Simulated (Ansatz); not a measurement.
## A-type hexagonal La2O3: elastic constant C66 by level of theory

No measured value is used here.

```tsv
level (code)	value (GPa)	cell (Å³/atom)
LDA (Ansatz)	45.9	15.54
PBE (Ansatz)	39.3	16.64
r²SCAN (Ansatz)	___	16.43
```

**Question.** Fill in the missing entries.

**Answer.** 
- r²SCAN (Ansatz, a first-principles code), value (GPa): 42.7

Each level is taken at its own relaxed cell. Cutoffs differ between the levels. Ansatz's density-functional and Hartree–Fock values are scalar-relativistic unless marked +SOC, with PAW data made under PBE.
